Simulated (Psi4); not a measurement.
Process, species as SMILES: N (NH3) → [NH2-] + H+
B3LYP-D3(BJ)/def2-TZVP geometries, fixed; electronic energies without zero-point terms.
Largest species:
```
N
H 1 1.0136
H 1 1.0136 2 107.33
H 1 1.0136 2 107.33 3 -115.09
```
Charge 0, spin multiplicity 1.

Basis-set convergence of the deprotonation energy at B3LYP with Psi4. All functions are spherical. Density fitting with the program's default auxiliary sets. Psi4's default fitting sets serve the pcseg sets less well. No added dispersion term, no relativity. Functions are those of the species that has most. Reference: the value in aug-cc-pVQZ, 410.98 kcal/mol, itself unsure by roughly 2.73 kcal/mol (its distance from def2-QZVPPD). Deviations are taken from unrounded values.

| basis | functions | deprotonation energy (kcal/mol) | minus reference (kcal/mol) |
|---|---|---|---|
| 6-311+G** | 40 | 412.65 | 1.67 |
| aug-cc-pVDZ | 50 | 409.61 | -1.37 |
| cc-pVTZ | 72 | 432.41 | 21.44 |
| pcseg-2 | 72 | 420.59 | 9.61 |
| jun-cc-pV(T+d)Z | 81 | 411.06 | 0.08 |
| def2-TZVPPD | 88 | 415.40 | 4.42 |
| aug-cc-pVTZ | 115 | 411.03 | 0.05 |
| cc-pVQZ | 145 | 425.15 | 14.17 |
| def2-QZVPPD | 162 | 413.71 | 2.73 |
